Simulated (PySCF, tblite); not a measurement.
# C₅H₁₁N: a rotation path, then NMR shifts on frames, part 2 of 2

tblite 0.8.0 and PySCF 2.14.0. Atoms count from 0. Earlier steps stand in the parts before.

## Step 5: NMR shieldings: image 4, PBE0/pcSseg-1

What the job is given:

```
{"job": {"kind": "nmr", "xc": "PBE0", "basis": "pcSseg-1", "pop": false}, "charge": 0, "multiplicity": 1}
C      2.071800    -0.187700     0.841200
C      1.301700    -0.759400    -0.344400
C      0.119500     0.116600    -0.763100
C     -0.972600     0.151400     0.290500
C     -2.403100     0.044400    -0.072900
N     -1.857300     1.287300     0.428600
H      2.889900    -0.849600     1.116200
H      1.427800    -0.068800     1.708600
H      2.485800     0.786800     0.592500
H      1.979500    -0.856900    -1.195700
H      0.936200    -1.758700    -0.097800
H     -0.291000    -0.266900    -1.701900
H      0.480100     1.133000    -0.953000
H     -0.685400    -0.270200     1.247300
H     -3.088900    -0.450500     0.601600
H     -2.672300    -0.034500    -1.120300
H     -1.728600     1.995900    -0.288400
```

With the program's defaults for keys left out, this is: GIAO PBE0/pcSseg-1 NMR shielding, non-relativistic, gas phase.

The log of the run:

```text
coarse grid: 13312 points
cycle   1  E = -251.4443712478  dE =  6.580e-01  |g| = 4.037e-01  |ddm| = 3.465e+00
cycle   2  E = -251.4403416939  dE =  4.030e-03  |g| = 4.410e-01  |ddm| = 7.937e-01
cycle   3  E = -251.4878666621  dE = -4.752e-02  |g| = 4.647e-02  |ddm| = 4.009e-01
cycle   4  E = -251.4881856924  dE = -3.190e-04  |g| = 2.305e-02  |ddm| = 4.486e-02
cycle   5  E = -251.4882946866  dE = -1.090e-04  |g| = 5.469e-03  |ddm| = 2.072e-02
cycle   6  E = -251.4883007719  dE = -6.085e-06  |g| = 1.328e-03  |ddm| = 5.580e-03
final grid: 126128 points
cycle   7  E = -251.5233752728  dE = -4.743e-05  |g| = 9.380e-03  |ddm| = 3.497e-02
cycle   8  E = -251.5233679609  dE =  7.312e-06  |g| = 1.090e-02  |ddm| = 1.756e-02
cycle   9  E = -251.5233979190  dE = -2.996e-05  |g| = 5.529e-04  |ddm| = 9.477e-03
cycle  10  E = -251.5233979792  dE = -6.022e-08  |g| = 2.324e-04  |ddm| = 6.866e-04
cycle  11  E = -251.5233979917  dE = -1.254e-08  |g| = 3.446e-05  |ddm| = 1.955e-04
cycle  12  E = -251.5233979920  dE = -2.564e-10  |g| = 8.673e-06  |ddm| = 3.784e-05
converged SCF energy = -251.5233979920

GIAO shielding tensors (ppm)
atom      isotropic    diamagn.    paramagn.     s11        s22        s33       span
  0 C      172.214     247.438     -75.224    156.887    172.777    186.978     30.091
  1 C      161.862     246.987     -85.126    156.423    158.468    170.695     14.273
  2 C      149.474     247.656     -98.181    133.004    149.126    166.294     33.290
  3 C      158.230     246.249     -88.019    117.508    152.547    204.636     87.128
  4 C      157.311     253.808     -96.497    127.238    144.008    200.688     73.449
  5 N      229.810     319.735     -89.925    140.717    250.698    298.016    157.298
  6 H       30.538      28.263       2.275     25.817     27.690     38.108     12.290
  7 H       30.238      30.771      -0.532     25.426     30.524     34.765      9.339
  8 H       30.909      29.981       0.928     26.916     28.579     37.233     10.317
  9 H       30.151      30.285      -0.133     24.729     28.789     36.936     12.207
 10 H       30.313      31.251      -0.938     25.569     29.403     35.967     10.398
 11 H       29.871      32.084      -2.213     23.944     30.560     35.110     11.167
 12 H       30.455      32.798      -2.343     25.596     30.674     35.096      9.499
 13 H       30.323      31.896      -1.573     22.532     30.175     38.263     15.731
 14 H       30.165      29.835       0.330     24.050     26.304     40.140     16.091
 15 H       30.260      31.688      -1.428     25.052     28.596     37.133     12.081
 16 H       32.513      33.161      -0.648     26.340     27.734     43.464     17.124
```

Wall time 12 s (1 thread of Arm Neoverse V2, shared host); peak memory 0.79 GiB.

Key values: δ C2 37.5, C4 29.6, C3 28.7, C1 25.1, H11 1.85, H9 1.57 ppm.

## Step 6: Shielding tensors: image 6, PBE0/pcSseg-1

What the job is given:

```
{"job": {"kind": "nmr", "xc": "PBE0", "basis": "pcSseg-1", "pop": false}, "charge": 0, "multiplicity": 1}
C      2.038000    -0.375800     0.859600
C      1.227000    -0.713100    -0.387400
C      0.177000     0.349300    -0.724700
C     -0.923700     0.413200     0.311300
C     -2.274800    -0.118900     0.030900
N     -2.051600     1.305600     0.165200
H      2.768100    -1.156700     1.058900
H      1.399300    -0.286900     1.734200
H      2.567400     0.565300     0.727800
H      1.908000    -0.808200    -1.236500
H      0.730100    -1.676100    -0.251100
H     -0.260200     0.122800    -1.702000
H      0.665200     1.326300    -0.798000
H     -0.576700     0.351900     1.336500
H     -2.850000    -0.563700     0.831200
H     -2.482100    -0.531900    -0.950200
H     -2.068100     1.809200    -0.716700
```

Level: GIAO PBE0/pcSseg-1 NMR shielding, non-relativistic, gas phase.

The log of the run:

```text
coarse grid: 13312 points
cycle   1  E = -251.4480325354  dE =  6.592e-01  |g| = 4.019e-01  |ddm| = 3.466e+00
cycle   2  E = -251.4446263107  dE =  3.406e-03  |g| = 4.358e-01  |ddm| = 7.906e-01
cycle   3  E = -251.4912632492  dE = -4.664e-02  |g| = 4.308e-02  |ddm| = 3.970e-01
cycle   4  E = -251.4915365799  dE = -2.733e-04  |g| = 2.118e-02  |ddm| = 4.030e-02
cycle   5  E = -251.4916265928  dE = -9.001e-05  |g| = 5.748e-03  |ddm| = 1.927e-02
cycle   6  E = -251.4916333865  dE = -6.794e-06  |g| = 1.267e-03  |ddm| = 5.611e-03
final grid: 126128 points
cycle   7  E = -251.5263244975  dE = -4.284e-05  |g| = 9.193e-03  |ddm| = 3.279e-02
cycle   8  E = -251.5263174718  dE =  7.026e-06  |g| = 1.067e-02  |ddm| = 1.718e-02
cycle   9  E = -251.5263462763  dE = -2.880e-05  |g| = 5.243e-04  |ddm| = 9.257e-03
cycle  10  E = -251.5263463300  dE = -5.372e-08  |g| = 2.242e-04  |ddm| = 6.591e-04
cycle  11  E = -251.5263463415  dE = -1.144e-08  |g| = 4.126e-05  |ddm| = 1.882e-04
cycle  12  E = -251.5263463418  dE = -3.070e-10  |g| = 1.706e-05  |ddm| = 4.911e-05
converged SCF energy = -251.5263463418

GIAO shielding tensors (ppm)
atom      isotropic    diamagn.    paramagn.     s11        s22        s33       span
  0 C      171.660     247.426     -75.765    157.534    171.076    186.371     28.837
  1 C      162.379     247.160     -84.781    156.529    159.408    171.201     14.672
  2 C      148.059     247.555     -99.495    130.370    150.387    163.420     33.050
  3 C      158.147     246.860     -88.713    117.150    156.519    200.770     83.620
  4 C      159.029     253.080     -94.050    129.262    145.599    202.228     72.966
  5 N      240.679     321.161     -80.482    161.841    260.704    299.492    137.651
  6 H       30.501      28.350       2.151     25.880     27.653     37.969     12.090
  7 H       30.310      30.794      -0.484     25.169     30.714     35.046      9.878
  8 H       30.870      29.791       1.079     26.875     28.563     37.170     10.295
  9 H       30.096      30.462      -0.366     24.678     28.763     36.848     12.170
 10 H       30.212      31.682      -1.470     25.596     29.628     35.412      9.817
 11 H       30.850      32.560      -1.710     26.029     30.534     35.988      9.959
 12 H       29.887      32.193      -2.305     25.298     29.658     34.707      9.409
 13 H       29.935      31.722      -1.787     21.279     30.301     38.226     16.946
 14 H       30.252      29.825       0.427     24.353     26.170     40.234     15.881
 15 H       30.369      31.809      -1.440     25.445     28.381     37.282     11.837
 16 H       32.340      33.126      -0.787     26.045     27.102     43.872     17.827
```

It took 12 s on 1 thread of Arm Neoverse V2, shared host; peak memory 0.79 GiB.

This run: δ C2 38.9, C3 28.8, C4 27.9, C1 24.5, H12 1.83, H13 1.78 ppm.

## Step 7: Nuclear shieldings: image 8, PBE0/pcSseg-1

What the job is given:

```
{"job": {"kind": "nmr", "xc": "PBE0", "basis": "pcSseg-1", "pop": false}, "charge": 0, "multiplicity": 1}
C      1.924500    -0.544700     0.857200
C      1.142000    -0.652000    -0.445600
C      0.234400     0.555100    -0.698300
C     -0.891000     0.657800     0.306200
C     -2.077200    -0.217800     0.183800
N     -2.175800     1.204800    -0.065700
H      2.604200    -1.387700     0.957300
H      1.254900    -0.544100     1.712800
H      2.509900     0.371800     0.876100
H      1.844900    -0.736400    -1.277800
H      0.533800    -1.559200    -0.428800
H     -0.193400     0.470000    -1.702200
H      0.829500     1.471700    -0.666600
H     -0.586300     0.947400     1.305900
H     -2.585200    -0.557100     1.076400
H     -2.128400    -0.908900    -0.650300
H     -2.247800     1.441200    -1.051500
```

Method: GIAO PBE0/pcSseg-1 NMR shielding, non-relativistic, gas phase.

The log of the run:

```text
coarse grid: 13312 points
cycle   1  E = -251.4483082275  dE =  6.621e-01  |g| = 4.034e-01  |ddm| = 3.453e+00
cycle   2  E = -251.4448586981  dE =  3.450e-03  |g| = 4.374e-01  |ddm| = 7.811e-01
cycle   3  E = -251.4919553816  dE = -4.710e-02  |g| = 4.140e-02  |ddm| = 3.913e-01
cycle   4  E = -251.4922136211  dE = -2.582e-04  |g| = 1.946e-02  |ddm| = 3.744e-02
cycle   5  E = -251.4922873594  dE = -7.374e-05  |g| = 6.105e-03  |ddm| = 1.763e-02
cycle   6  E = -251.4922950930  dE = -7.734e-06  |g| = 1.194e-03  |ddm| = 5.598e-03
final grid: 126128 points
cycle   7  E = -251.5271342792  dE = -4.563e-05  |g| = 9.215e-03  |ddm| = 3.192e-02
cycle   8  E = -251.5271269315  dE =  7.348e-06  |g| = 1.075e-02  |ddm| = 1.703e-02
cycle   9  E = -251.5271560327  dE = -2.910e-05  |g| = 4.908e-04  |ddm| = 9.280e-03
cycle  10  E = -251.5271560773  dE = -4.463e-08  |g| = 2.300e-04  |ddm| = 6.200e-04
cycle  11  E = -251.5271560892  dE = -1.196e-08  |g| = 4.134e-05  |ddm| = 1.951e-04
cycle  12  E = -251.5271560896  dE = -3.133e-10  |g| = 1.639e-05  |ddm| = 4.521e-05
converged SCF energy = -251.5271560896

GIAO shielding tensors (ppm)
atom      isotropic    diamagn.    paramagn.     s11        s22        s33       span
  0 C      171.335     247.643     -76.308    157.391    170.708    185.906     28.515
  1 C      160.182     247.644     -87.462    151.397    157.828    171.322     19.924
  2 C      145.177     247.693    -102.516    121.613    152.168    161.750     40.137
  3 C      156.789     247.846     -91.057    117.988    153.013    199.367     81.379
  4 C      163.616     252.621     -89.005    130.491    155.011    205.346     74.855
  5 N      231.631     321.764     -90.133    152.573    252.446    289.874    137.301
  6 H       30.503      28.608       1.895     25.914     27.594     38.002     12.088
  7 H       30.426      31.031      -0.605     25.510     30.588     35.179      9.669
  8 H       30.910      29.968       0.941     26.895     28.789     37.045     10.150
  9 H       30.112      30.760      -0.647     24.844     28.605     36.888     12.044
 10 H       30.257      32.281      -2.024     25.871     29.987     34.913      9.042
 11 H       31.266      32.765      -1.500     26.323     30.970     36.503     10.180
 12 H       29.600      31.699      -2.099     25.622     28.792     34.385      8.764
 13 H       29.837      31.371      -1.534     21.989     29.221     38.301     16.312
 14 H       30.290      29.799       0.491     24.457     26.126     40.288     15.831
 15 H       30.442      31.982      -1.540     25.986     28.084     37.256     11.269
 16 H       32.279      33.262      -0.983     26.294     27.179     43.362     17.068
```

It took 12 s on 1 thread of Arm Neoverse V2, shared host; peak memory 0.79 GiB.

In short: δ C2 41.7, C3 30.1, C1 26.7, C4 23.3, H12 2.12, H13 1.88 ppm.

## Step 8: Run by run: NMR shifts

Shifts (ppm) of some atoms, chosen among heavy atoms and hydrogens apart, with basis size and wall time:

```csv
frame,C2,C3,C1,C4,H11,H12,N5,functions,time
image 0,42.1,31.7,27.7,22.4,2.58,0.16,39.1,157,17 s
image 2,40.1,30.9,27.2,25.2,2.54,0.58,46.9,157,12 s
image 4,37.5,28.7,25.1,29.6,1.85,1.26,37.9,157,12 s
image 6,38.9,28.8,24.5,27.9,0.87,1.83,27.0,157,12 s
image 8,41.7,30.1,26.7,23.3,0.45,2.12,36.1,157,12 s
```

## Step 9: Outcome

The summary covers parts 1 to 2.

| quantity | value |
| --- | --- |
| barrier | 0.090 eV (2.1 kcal/mol) at image 4 |
| end to end (GFN2-xTB) | 0.018 eV |
| ¹³C shifts against TMS (PBE0/pcSseg-1, image 0) | 42.1, 31.7, 27.7, 22.4, 15.9 ppm |
| ¹H shifts against TMS (PBE0/pcSseg-1, image 0) | 2.58, 1.65, 1.57, 1.50, 1.40, 1.40, 1.26, 1.22, 0.61, 0.16, -0.52 ppm |
| ¹⁵N shifts against NH3 (PBE0/pcSseg-1, image 0) | 39.1 ppm |
| surface potential, 1st and 99th percentile | -1.87 V and 1.23 V |
| range of the shift of N5 | 27.0 to 46.9 ppm |

**Reading.** Along the band the dihedral turns by 120°, and the top (dihedral 152°) lies 2.1 kcal/mol above the start (GFN2-xTB, rough), so at room temperature this motion is fast. Ends this close can change order at a higher level. The top was not checked by a frequency run. Shifts at one fixed geometry are not the observed spectrum, which averages over the motion. In the first frame run (image 0): The largest span, 145 ppm, is at N5, where the paramagnetic term is -90 ppm. In ppm, N5 moves most: its shift spreads over 19.8 ppm, from 27.0 (image 6) to 46.9 (image 2).
